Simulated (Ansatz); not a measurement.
LiF (rock salt): values from a third-order Birch-Murnaghan fit to a volume scan beside measured ones. Computed values: r2SCAN (plane waves to 500 eV, PAW, scalar-relativistic; Ansatz, a program for electronic structure). LiF was relaxed with its symmetry unable to fall.

| quantity | reference | kind |
|---|---|---|
| Lattice constant a (Å) | 3.972 | measured, corrected to the static lattice |
| Bulk modulus B₀ (GPa) | 76.3 | measured, corrected to the static lattice |

References as given in: Daniel Mejia-Rodriguez, S. B. Trickey, Physical Review B (2018), arXiv:1807.09216.

### Question
Estimate the r2SCAN values and the sign and size of each difference.

### Answer
```
quantity                r2SCAN  difference
----------------------  ------  ----------
Lattice constant a (Å)   3.990      +0.5 %
Bulk modulus B₀ (GPa)     77.4      +1.4 %
```

r2SCAN overestimates the lattice constant a by 0.5 %. For the bulk modulus B₀ it lies within 5 % of the reference.

(Under strain, the slope of the energy per volume gives the stress and its curvature an elastic modulus.)
